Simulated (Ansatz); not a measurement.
# LiPH₂ (triplet): from Hartree-Fock to the top rungs at distance P1–H3 = 1.133 Å, 6-31G

How much of the correlation energy of LiPH₂ (triplet) does each wave-function method recover here?

Program: Ansatz 0.2.0, Gaussian basis. Level of theory: 6-31G, core rule «outside noble gas», up to 6 orbitals frozen. These are calculated values, not measurements.

To be run: UHF; CCSD(T) on ROHF; CCSD(T) on UHF; BCCD(T) on ROHF; CISD; CCSDT(Q) on ROHF; CCSDT(Q) on UHF; CASSCF and MRCISD+Q, 4 electrons in 4 orbitals; CASSCF and NEVPT2, 4 electrons in 4 orbitals; Full CI.

50 further runs of the same task are left out: 33 for a known fault of the program, 10 that didn't finish, 7 set aside as unsound or not needed.

## (1) What is computed

The geometry derives from a PBE0/def2-TZVP stationary point (not a proven minimum). One bond is set to the value named and the two fragments are kept rigid.

4 atoms, charge 0, spin multiplicity 3.

Atoms are counted from 1 here; the program's logs count them from 0.

Bond lengths: P1–H3 1.133 Å, P1–H4 1.420 Å. Angles: H3–P1–H4 93.2°.

## (2) UHF

The input, in.yaml:

```yaml
crystal:
  periodic: [false, false, false]
  atoms:
    - {symbol: P, position_ang: [0.000000, 0.029816, 0.496020]}
    - {symbol: Li, position_ang: [0.000000, 0.001387, -2.570384]}
    - {symbol: H, position_ang: [0.000000, 0.407776, 1.564118]}
    - {symbol: H, position_ang: [0.000000, -1.333550, 0.893815]}
basis:
  gaussian: {orbitals: 6-31G}
magnetization: {spin_polarized: true, initial_magnetization: 2}
hamiltonian: {xc: hf}
output: {orbitals: {seedname: orbitals}}
```

Run with:

```sh
> ansatz run in.yaml --threads 1 --pin off --events-out ev --progress --plain --max-ram 2393MiB
```

After this run come: CCSD(T) on ROHF; CCSD(T) on UHF; BCCD(T) on ROHF; CISD; CCSDT(Q) on ROHF; CCSDT(Q) on UHF; CASSCF and MRCISD+Q, 4 electrons in 4 orbitals; CASSCF and NEVPT2, 4 electrons in 4 orbitals; Full CI.

**Question.** What will the summary of the whole plan be? Wanted: FCI below the RHF energy; RMP2 from FCI; UMP2 from FCI; RCCSD from FCI; RCCSD(T) from FCI; UCCSD(T) from FCI; RCCSDT(Q) from FCI; UCCSDT(Q) from FCI; NEVPT2 pair from FCI.

**Answer**, as computed:

| quantity | value |
| --- | --- |
| FCI below the RHF energy | -1.7359 eV |
| RMP2 from FCI | +467.0 meV |
| UMP2 from FCI | +457.9 meV |
| RCCSD from FCI | +22.5 meV |
| RCCSD(T) from FCI | +6.3 meV |
| UCCSD(T) from FCI | +6.2 meV |
| RCCSDT(Q) from FCI | +0.2 meV |
| UCCSDT(Q) from FCI | +0.1 meV |
| NEVPT2 pair from FCI | +339.1 meV |
| MRCISD+Q pair from FCI | -0.4 meV |
| levels within 1 kcal/mol (43 meV) | RCCSD, UCCSD, RCCSD(T), UCCSD(T), BCCD(T), RCCSDT, UCCSDT, RCCSDT(Q), UCCSDT(Q), MRCISD pair, MRCISD+Q pair |
| T1 diagnostic | 0.014 |
| effectively unpaired electrons | 2.02 |

In words: RCCSD(T) lands +6.3 meV from the yardstick (0.4 % of the correlation energy). One determinant dominates. Of the multireference levels listed MRCISD+Q pair comes nearest in total energy (-0.4 meV), which doesn't show that its space is the better one. These misses are within one basis, not against nature; the frozen cores of restricted and unrestricted runs differ, which can shift their rows.
